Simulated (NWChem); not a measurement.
**Correlation energy of acetylene (C₂H₂)**

```xyz
4

C      0.0000     0.0000    -0.6043
C      0.0000     0.0000     0.6043
H      0.0000     0.0000    -1.6792
H      0.0000     0.0000     1.6792
```
Charge 0, spin multiplicity 1.

All runs are NWChem calculations. The geometry was optimised at PBE0/def2-SVP, a minimum by its harmonic frequencies.

Basis set: def2-TZVP. Each correlation energy counts from its own Hartree-Fock reference.

```csv
method,correlation energy (mHa),difference from CCSD(T)
MP2,-305.0,+29.1
SCS-MP2,-304.3,+29.9
CR-CCSD[T],-331.6,+2.6
CR-CCSD(T),-331.0,+3.1
CCSD,-318.0,+16.2
CCSD+T(CCSD),-334.8,-0.6
CCSD(T),-334.1,0.0
```

The values span 30.5 mHa, from CCSD+T(CCSD) (lowest) to SCS-MP2 (highest). 

The correlated methods keep 2 core orbitals frozen. Differences from the coupled-cluster row are differences between methods, not errors against experiment.
